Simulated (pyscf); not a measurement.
H₂N–SiH(NH₂)–NH₂ + water (H₂O) → H₂N–Si(NH₂)(NH₂)–OH + hydrogen (H₂) (four-centre exchange; singlet surface; H–Si, H–O broken, O–Si, H–H formed). Structures and frequencies: ωB97X-D3(BJ)/def2-SVP in PySCF. Energies in kcal/mol from the separated reactants.

| level | barrier | reaction energy |
|---|---|---|
| r²SCAN/def2-TZVP | 25.7 | -25.7 |
| B3LYP-D3(BJ)/def2-TZVP | 29.8 | -24.3 |
| PBE0-D3(BJ)/def2-TZVP | (withheld) | -23.0 |
| M06-2X/def2-TZVP | (withheld) | (withheld) |
| ωB97M-D3(BJ)/def2-TZVP | 28.3 | -24.3 |
| HF/def2-TZVP | 48.0 | -22.8 |

**Question.** What belongs in the gaps?

**Answer.** 
- PBE0-D3(BJ)/def2-TZVP, barrier: 26.8
- M06-2X/def2-TZVP, barrier: 28.8
- M06-2X/def2-TZVP, reaction energy: -27.3

The functionals in the table span 4.1 kcal/mol in this barrier, from r²SCAN to B3LYP-D3(BJ). On the reactant side the descent ends in a complex (not fully relaxed), 4.3 kcal/mol under the separated species and 33.4 kcal/mol under the saddle at ωB97X-D3(BJ)/def2-TZVP. One saddle was located; it need not be the lowest between these sides.
